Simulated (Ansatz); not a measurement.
A geometry relaxed with PBE-D3(BJ)/def2-SVP run with Ansatz (a first-principles code), charge 0, multiplicity 2:

```xyz
4

H      1.0591    -0.2908     0.0054
C      0.0000     0.0000     0.0004
H     -0.2777     1.0626    -0.0032
H     -0.7814    -0.7718    -0.0026
```

**Question.** Write the SMILES of this molecule.

**Answer.** `[CH3]`
